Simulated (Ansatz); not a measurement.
**BO (sextet): wave-function methods side by side, cc-pVDZ**

Aim: climb from Hartree-Fock through coupled cluster and multireference methods for BO (sextet) at one geometry and basis, and see what each rung misses.

Program: Ansatz 0.2.0, Gaussian basis. Level of theory: cc-pVDZ, core rule «outside noble gas», up to 2 orbitals frozen. These are calculated values, not measurements.

To be run: UHF; CCSD(T) on ROHF; CCSD(T) on UHF; BCCD(T) on ROHF; CISD as a restricted active space (open shells left free, so some higher excitations enter); CCSDT(Q) on ROHF; CCSDT(Q) on UHF; CASSCF and MRCISD+Q, 9 electrons in 8 orbitals; CASSCF and NEVPT2, 9 electrons in 8 orbitals.

21 further runs of the same task are left out: 2 for a known fault of the program, 8 that didn't finish, 11 set aside as unsound or not needed. Runs told in other sessions of the task aren't counted.

### Step 1. What is computed

The geometry is a PBE0/def2-TZVP stationary point (not a proven minimum) of the parent state, kept for this charge and spin.

2 atoms, charge 0, spin multiplicity 6.

Atoms are counted from 1 here; the program's logs count them from 0.

Bond lengths: B1–O2 1.403 Å.

### Step 2. UHF

Input file in.yaml:

```yaml
crystal:
  periodic: [false, false, false]
  atoms:
    - {symbol: B, position_ang: [0.000000, 0.000000, 0.000000]}
    - {symbol: O, position_ang: [0.000000, 0.000000, 1.403204]}
basis:
  gaussian: {orbitals: cc-pVDZ}
magnetization: {spin_polarized: true, initial_magnetization: 5}
hamiltonian: {xc: hf}
output: {orbitals: {seedname: orbitals}}
```

The run is started by

```
ansatz run in.yaml --threads 1 --pin off --events-out ev --progress --plain --max-ram 2393MiB
```

The runs that follow: CCSD(T) on ROHF; CCSD(T) on UHF; BCCD(T) on ROHF; CISD as a restricted active space (open shells left free, so some higher excitations enter); CCSDT(Q) on ROHF; CCSDT(Q) on UHF; CASSCF and MRCISD+Q, 9 electrons in 8 orbitals; CASSCF and NEVPT2, 9 electrons in 8 orbitals.

Before running them: what should the planned runs give, taken together? Wanted: UCCSDT(Q) from the RHF energy; RMP2 from UCCSDT(Q); UMP2 from UCCSDT(Q); RCCSD from UCCSDT(Q); RCCSD(T) from UCCSDT(Q); UCCSD(T) from UCCSDT(Q); RCCSDT(Q) from UCCSDT(Q); NEVPT2 valence from UCCSDT(Q); MRCISD+Q valence from UCCSDT(Q).

As calculated:

| quantity | value |
| --- | --- |
| UCCSDT(Q) from the ROHF energy | -4.1819 eV |
| RMP2 from UCCSDT(Q) | +666.1 meV |
| UMP2 from UCCSDT(Q) | +669.3 meV |
| RCCSD from UCCSDT(Q) | +66.4 meV |
| RCCSD(T) from UCCSDT(Q) | +14.3 meV |
| UCCSD(T) from UCCSDT(Q) | +11.7 meV |
| RCCSDT(Q) from UCCSDT(Q) | +2.4 meV |
| NEVPT2 valence from UCCSDT(Q) | +723.6 meV |
| MRCISD+Q valence from UCCSDT(Q) | +0.8 meV |
| levels within 1 kcal/mol (43 meV) | RCCSD(T), UCCSD(T), BCCD(T), RCCSDT, UCCSDT, RCCSDT(Q), MRCISD+Q valence |
| T1 diagnostic | 0.013 |
| effectively unpaired electrons | 5.00 |

In words: RCCSD(T) lands +14.3 meV from the yardstick (0.3 % of the correlation energy). One determinant dominates. Of the multireference levels listed MRCISD+Q valence comes nearest in total energy (+0.8 meV), which doesn't show that its space is the better one. These misses are within one basis, not against nature; the frozen cores of restricted and unrestricted runs differ, which can shift their rows.

With open shells the CI space here admits some higher excitations, so it is larger than plain CISD.
